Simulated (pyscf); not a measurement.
A first-order saddle from PySCF, ωB97X-D3(BJ)/def2-SVP:

```
P
O 1 1.5670
H 2 1.3096 1 92.91
H 3 0.9956 2 144.73 1 13.75
H 4 1.1608 3 94.11 2 -4.31
H 1 1.4271 2 104.59 3 -134.96
```
Charge 0, spin multiplicity 2.

Surface: doublet, charge 0. Lowest wavenumbers (cm⁻¹): 2204i, 575, 804, 861, 978.

Task: What reaction is this the transition state of?

Result: HO–PH• + H₂ <-> •O–PH₂ + H₂, a concerted two-bond exchange read from left to right: H–O, H–H broken and H–P, H–H formed. At ωB97M-D3(BJ)/def2-TZVP it lies +220.3 kJ/mol from the left side and +185.6 kJ/mol from the right (each side as separated species at their lowest minima found). This is the saddle that the search found; another between the same sides may lie lower.
